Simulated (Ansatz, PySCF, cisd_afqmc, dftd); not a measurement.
System: C2H6O, charge 0, singlet. C2H6O (methoxymethane, SMILES O(C)C).
B3LYP-D3(BJ)/def2-TZVP minimum from Ansatz (a program for electronic structure):
```xyz
9

C      0.0048     1.1709    -0.2006
O      0.0068     0.0028     0.5882
C     -0.0092    -1.1727    -0.1892
H      0.0177     2.0231     0.4773
H      0.8882     1.2176    -0.8515
H     -0.8928     1.2283    -0.8310
H     -0.0065    -2.0184     0.4970
H     -0.9074    -1.2256    -0.8191
H      0.8735    -1.2363    -0.8396
```
Charge 0, spin multiplicity 1.

Quantity: enthalpy of formation at 298 K (by atomisation, with rigid-rotor harmonic-oscillator terms from PySCF's Hessian at B3LYP-D3(BJ)/def2-TZVP and the atoms' measured values of the G2/97 table; no spin-orbit terms), in kcal/mol. UHF or UKS for unpaired electrons; spin-orbit terms are left out. Correlated methods leave the cores frozen. Rows without X2C or -DK are non-relativistic. AFQMC is phaseless with a CISD trial state; ± is one standard error, without the phaseless bias. Outlying blocks are dropped, and bars are widened where a walk drifts. Over all cases where full CI ran beside it in this data, AFQMC minus full CI had a median of +0.1 mEh and passed +0.4 mEh in a tenth of the cases. CBS(X,Y): correlation extrapolated as X^-3, Hartree-Fock from the larger set. A bracket is a step between two methods taken in the basis named. Functionals run without relativity, which enters their misses. Double hybrids freeze cores in their MP2 part. 'core' is core correlation in cc-pwCVTZ, 'X2C' scalar relativity in cc-pVTZ-DK, both at CCSD(T). Where a partner has so few electrons that a lower coupled-cluster level is exact, that level stands in.

```
level                                                                                   program  enthalpy of formation at 298 K (kcal/mol)  difference against the last row
--------------------------------------------------------------------------  -------------------  -----------------------------------------  -------------------------------
HF/cc-pVDZ                                                                               Ansatz                                      180.1                            225.3
PBE-D4/def2-TZVPD                                                                Ansatz + dftd4                                      -57.0                            -11.8
PBE/def2-TZVPD                                                                           Ansatz                                      -54.7                             -9.5
r2SCAN/def2-TZVPD                                                                        Ansatz                                      -42.3                              2.9
r2SCANh-D4/def2-TZVPD                                                            Ansatz + dftd4                                      -38.4                              6.8
B2PLYP-D3(BJ)/def2-TZVPD                                                         Ansatz + dftd3                                      -35.4                              9.8
B2PLYP-D4/def2-TZVPD                                                             Ansatz + dftd4                                      -35.2                             10.0
B2GP-PLYP-D4/def2-TZVPD                                                          Ansatz + dftd4                                      -32.0                             13.2
MP2/cc-pVDZ                                                                              Ansatz                                        8.9                             54.1
CCSD/CBS(cc-pVTZ,cc-pVQZ)                                                                Ansatz                                      -32.1                             13.1
CCSD(T)/cc-pVQZ                                                                          Ansatz                                      -35.9                              9.3
AFQMC/CISD/cc-pVDZ                                                                   cisd_afqmc                                 13.2 ± 0.3                             58.4
AFQMC/CISD/cc-pVTZ                                                                   cisd_afqmc                                -25.4 ± 0.3                             19.8
CCSD(T)/CBS(cc-pVTZ,cc-pVQZ) + [AFQMC/CISD - CCSD(T)]/cc-pVTZ + core + X2C  Ansatz + cisd_afqmc                                -44.8 ± 0.3                              0.4
CCSD(T)/CBS(cc-pVTZ,cc-pVQZ) + [CCSDT(Q) - CCSD(T)]/cc-pVDZ + core + X2C                 Ansatz                                      -45.2                              0.0
```
